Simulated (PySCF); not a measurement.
Molecule: `FC(F)(F)F`, CF$_{4}$.

Structure with atom numbers: `[F:1][C:2]([F:3])([F:4])[F:5]`.

Spin–spin couplings on one PBE0-D3(BJ)/def2-SVP geometry, PySCF, gas phase, non-relativistic, equivalent pairs averaged; isotopes $^{13}$C, $^{19}$F; basis pcJ-1.

Reference values (Hz): $^{1}J$(C2,F5) = -258.3 (measured; gas, zero-density limit; Jackowski, Slowinski, Molecules 2023, 28, 1499).

How do the couplings (Hz) change with the functional? Times are CPU seconds on shared hosts with different chips, so compare them loosely.

Answers


```tsv
functional	functions	$^{1}J$(C2,F5)	abs. error	core-s
HF	135	-197.4	60.9	4.2
LDA	135	-364.7	106.3	6
PBE	135	-381.5	123.2	11
KT2	135	-403.6	145.3	11
B3LYP	135	-348.4	90.0	5.9
PBE0	135	-341.8	83.5	12
B97-2	135	-340.7	82.3	12
BHandHLYP	135	-296.1	37.8	9.2
CAM-B3LYP	135	-332.7	74.4	15
```

Errors compare magnitudes, without vibrational corrections. Closest: BHandHLYP; furthest: KT2.
